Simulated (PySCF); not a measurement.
Bonds broken one at a time in the series C NH2-SH. Isolated molecules, 0 K electronic values unless said otherwise. One relaxed conformer stands for each flexible species; it need not be the lowest. Strings in code marks are SMILES.

The numbers are results of B3LYP-D3(BJ)/def2-TZVP // PBE0-D4/def2-TZVP in PySCF, not measurements. B3LYP has the VWN-RPA correlation part, as in Gaussian. 

```csv
species,highest occupied spin orbital (eV)
whole molecule (`NC(N)(S)S`),–
radical fragment (`N[C](S)S`),-4.35
radical fragment (`[NH2]`),-8.44
radical fragment (`N[C](N)S`),-3.99
radical fragment (`[SH]`),-7.17
whole molecule (`NC(S)(S)S`),–
radical fragment (`[C](S)(S)S`),-4.80
whole molecule (`SC(S)(S)S`),–
```
